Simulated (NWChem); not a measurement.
**A calculation on nitrogen (N$_{2}$)**

```xyz
2

N      0.0000     0.0000     0.5502
N      0.0000     0.0000    -0.5502
```
Charge 0, spin multiplicity 1.

Program: NWChem. The geometry was optimised at B3LYP/def2-SVP, a minimum by its harmonic frequencies.

The field's frequency is 0.0428 Ha (1065 nm).

### Question
Give the polarisability tensor in bohr³ at PBE/aug-cc-pVDZ, in the frame of the coordinates, and its isotropic mean.

### Answer
```
10.40   0.00   0.00
 0.00  10.40   0.00
 0.00   0.00  15.48
```
Mean (one third of the trace): 12.09 bohr³.
